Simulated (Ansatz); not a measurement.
## HBSi, singlet: the ladder up to full CI

Geometry: a point of a stretch scan, not a stationary point.

```xyz
3

Si    0.0000    0.0000    1.6924
B     0.0000    0.0000   -0.2027
H     0.0000    0.0000   -1.4897
```

Basis 6-31G; Ansatz 0.2.0. Correlated methods freeze the noble-gas cores, which leaves 8 electrons in 18 orbitals. R marks a restricted (for open shells ROHF) determinant, U an unrestricted one. Active spaces: valence = (8e, 9o) chosen from the atoms' valence shells; pair = (2e, 2o) about the gap.

Full CI is exact within this basis and frozen core; it isn't the basis-set limit. The frozen core follows each run's orbitals, which can shift R against U totals by a few meV.

The determinant fills πx and πy unequally, so it is a mixture of Σ and Δ, which weighs on every level built on one determinant.

RHF is unstable: UHF (⟨S²⟩ = 1.00) lies 0.73 eV below the lowest RHF solution. Higher spins weren't run at this geometry and may lie near or lower.

```
UHF ⟨S²⟩                          : 1.000
T1 diagnostic (RCCSD)             : 0.0164
largest doubles amplitude (RCCSD) : 0.192
```

```tsv
level	E − E(full CI) (kJ/mol)	share of correlation (%)	wall time
RHF	323.5	0.00	–
UHF†	252.8	–	–
RMP2	93.7	71.05	–
UMP2†	44.5	–	–
CISD	40.5	87.47	0.36 s
RCCSD	19.6	93.95	–
UCCSD*†	-26.5	–	–
RCCSD(T)	10.5	96.77	0.3 s
UCCSD(T)*†	-41.2	–	1.2 s
BCCD(T)	10.6	96.73	0.36 s
RCCSDT*	5.1	98.41	–
UCCSDT*†	-58.4	–	–
CISDTQ	4.5	98.61	1.5 s
RCCSDT(Q)*	1.4	99.57	0.78 s
UCCSDT(Q)*†	-62.0	–	3.4 s
RCCSDTQ*	0.2	99.93	6 s
UCCSDTQ*†	-61.3	–	23 s
CASSCF (valence space)	75.6	76.61	–
NEVPT2 (valence space)	22.0	93.19	4.4 s
MRCISD (valence space)	1.9	99.43	–
MRCISD+Q (valence space)	0.3	99.92	6.5 s
MRCISD+Q(relaxed) (valence space)	-0.3	100.09	7.5 s
```

An asterisk marks runs whose energy the program itself flagged as in doubt. A dagger marks rows that describe another state than the reference (another or a broken symmetry, a higher spin or other natural occupations), so the difference holds a gap between states beside the method's error.

The correlation energy at full CI, counted from RHF, is -3.352 eV. That run took 15 s on 1 thread of Arm Neoverse V2, shared host over 2,341,648 determinants.

Run but not shown, since their state, orbitals or frozen core can't be matched to the reference's or they repeat it: CASSCF (pair space), NEVPT2 (pair space).

Times hold each run's SCF and search for its determinant on a shared host, so for small cases they say little of a method's own cost; they ran on 1 thread of Arm Neoverse V2.

Unrestricted levels hold only the spin's projection, and here they fall towards a lower state of higher spin.

The full-CI state has the irrep A1 of C2v, in the program's axes (one component, if the state is degenerate).

Natural occupations of full CI about the gap: 1.966 1.962 1.936 0.963 0.946 0.068 0.068 0.038 0.022 0.008; effectively unpaired electrons, Σ n²(2−n)², 2.06. No single determinant describes this state well, so single-reference rows can miss without a flag.
